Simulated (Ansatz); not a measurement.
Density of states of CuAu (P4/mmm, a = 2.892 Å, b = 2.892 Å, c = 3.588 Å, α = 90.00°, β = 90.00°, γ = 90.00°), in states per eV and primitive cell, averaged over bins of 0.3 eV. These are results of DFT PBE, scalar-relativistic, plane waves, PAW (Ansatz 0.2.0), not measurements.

Settings: cutoff 420 eV, Γ-centred mesh 14×14×12 on the computed 2-atom cell, Gaussian smearing of 0.10 eV; no spin polarisation.

The cell is relaxed at this level. The states (both spins) are summed by tetrahedra on a 21×21×18 mesh at the self-consistent density. Energies are bin centres; the table starts no lower than −8 eV and ends at 6 eV, or lower where the solved bands end.

It is a metal at this level.

| E − E_F (eV) | total | Cu 3d | Au 5d | Au 6s | Cu 4s |
| --- | --- | --- | --- | --- | --- |
| -7.90 | 0.26 | 0.00 | 0.02 | 0.14 | 0.10 |
| -7.60 | 0.33 | 0.01 | 0.03 | 0.17 | 0.11 |
| -7.30 | 0.41 | 0.01 | 0.06 | 0.21 | 0.12 |
| -7.00 | 0.49 | 0.02 | 0.10 | 0.23 | 0.13 |
| -6.70 | 0.91 | 0.05 | 0.39 | 0.27 | 0.18 |
| -6.40 | 1.80 | 0.13 | 1.08 | 0.31 | 0.27 |
| -6.10 | 2.56 | 0.19 | 1.87 | 0.20 | 0.28 |
| -5.80 | 2.46 | 0.21 | 1.93 | 0.09 | 0.21 |
| -5.50 | 4.06 | 0.49 | 3.18 | 0.19 | 0.16 |
| -5.20 | 3.35 | 0.43 | 2.74 | 0.11 | 0.03 |
| -4.90 | 3.16 | 0.46 | 2.53 | 0.10 | 0.03 |
| -4.60 | 3.36 | 0.47 | 2.66 | 0.12 | 0.06 |
| -4.30 | 3.43 | 0.62 | 2.61 | 0.12 | 0.04 |
| -4.00 | 4.38 | 0.87 | 3.31 | 0.12 | 0.04 |
| -3.70 | 3.18 | 0.66 | 2.26 | 0.13 | 0.08 |
| -3.40 | 2.13 | 0.59 | 1.31 | 0.09 | 0.09 |
| -3.10 | 1.82 | 0.88 | 0.70 | 0.07 | 0.11 |
| -2.80 | 2.75 | 2.04 | 0.46 | 0.05 | 0.12 |
| -2.50 | 6.49 | 5.53 | 0.74 | 0.03 | 0.09 |
| -2.20 | 7.01 | 6.08 | 0.80 | 0.03 | 0.05 |
| -1.90 | 8.16 | 6.35 | 1.68 | 0.05 | 0.05 |
| -1.60 | 6.38 | 4.97 | 1.25 | 0.07 | 0.06 |
| -1.30 | 1.25 | 0.78 | 0.27 | 0.09 | 0.09 |
| -1.00 | 0.79 | 0.36 | 0.13 | 0.10 | 0.13 |
| -0.70 | 0.58 | 0.21 | 0.10 | 0.10 | 0.10 |
| -0.40 | 0.57 | 0.15 | 0.10 | 0.12 | 0.09 |
| -0.10 | 0.63 | 0.12 | 0.12 | 0.16 | 0.10 |
| 0.20 | 0.60 | 0.10 | 0.10 | 0.15 | 0.11 |
| 0.50 | 0.58 | 0.08 | 0.08 | 0.14 | 0.11 |
| 0.80 | 0.57 | 0.06 | 0.07 | 0.13 | 0.11 |
| 1.10 | 0.55 | 0.05 | 0.06 | 0.12 | 0.11 |
| 1.40 | 0.52 | 0.04 | 0.05 | 0.11 | 0.10 |
| 1.70 | 0.50 | 0.03 | 0.04 | 0.10 | 0.10 |
| 2.00 | 0.47 | 0.03 | 0.03 | 0.09 | 0.09 |
| 2.30 | 0.45 | 0.02 | 0.03 | 0.08 | 0.09 |
| 2.60 | 0.44 | 0.02 | 0.02 | 0.09 | 0.08 |
| 2.90 | 0.46 | 0.02 | 0.02 | 0.11 | 0.08 |
| 3.20 | 0.48 | 0.02 | 0.02 | 0.11 | 0.08 |
| 3.50 | 0.53 | 0.02 | 0.02 | 0.13 | 0.11 |
| 3.80 | 0.57 | 0.02 | 0.03 | 0.13 | 0.14 |
| 4.10 | 0.57 | 0.01 | 0.02 | 0.12 | 0.14 |
| 4.40 | 0.56 | 0.01 | 0.02 | 0.10 | 0.16 |
| 4.70 | 0.61 | 0.01 | 0.02 | 0.09 | 0.18 |
| 5.00 | 0.66 | 0.01 | 0.02 | 0.10 | 0.17 |
| 5.30 | 0.74 | 0.01 | 0.02 | 0.11 | 0.19 |
| 5.60 | 0.73 | 0.01 | 0.02 | 0.10 | 0.17 |

The columns after the total are the Löwdin projections on the occupied valence shells of the potentials. The rest of the total lies in shells that are empty in the free atom, which aren't projected, and between the atoms.

Spin-orbit coupling is left out, which matters for the bands of heavy elements.

Cost: 1 run of about 0.65 core-minutes, on Arm Neoverse V1 (shared hosts).